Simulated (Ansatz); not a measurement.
System: solid iodine. Method: PBE0-D3(BJ) (Ansatz, a program for electronic structure, PAW).

Settings: plane-wave cutoff 500 eV, 4×4×2 k mesh (along the axes of the cell as run), gaussian smearing 0.02 eV, scalar-relativistic PAW data made under PBE.

Computed at the level's own relaxed cell.

Q: What does this level give for the volume per atom, lattice constant a, lattice parameter b and lattice parameter c?

A: 
* **volume per atom**: 39.43 Å³/atom
* **lattice constant a**: 7.141 Å
* **lattice parameter b**: 4.551 Å
* **lattice parameter c**: 9.708 Å

Spin–orbit coupling is not included.

The computed numbers hold no vibrational or temperature effects.
